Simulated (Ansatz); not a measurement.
Relaxation of BFO (3 atoms, charge 0, multiplicity 1), to a largest force component of 0.02 eV/Å in at most 40 steps.

These are results of RKS PBE-D4/def2-SVPD (Ansatz 0.2.0), not measurements.

```xyz
3
Properties=species:S:1:pos:R:3
O 0.973 -0.559 0.475
B 0.025 -0.015 0.012
F -0.998 0.574 -0.487
```

Task: Where does it end, and by what steps?

Result: The forces met the threshold. After 3 steps the energy has fallen by 0.056 eV; O1 moved furthest, 0.03 Å.

| step | energy less start (eV) | largest force component (eV/Å) | accepted |
| --- | --- | --- | --- |
| 0 | 0.0000 | 2.429 | yes |
| 1 | -0.0538 | 0.316 | yes |
| 2 | -0.0557 | 0.039 | yes |
| 3 | -0.0557 | 0.008 | yes |

```xyz
3
Properties=species:S:1:pos:R:3
O 0.995 -0.572 0.486
B 0.021 -0.012 0.010
F -1.016 0.584 -0.496
```

Whether the end is a true minimum wasn't checked by a vibrational analysis.

Time of the run: 2.4 s on 1 CPU thread of a shared host.
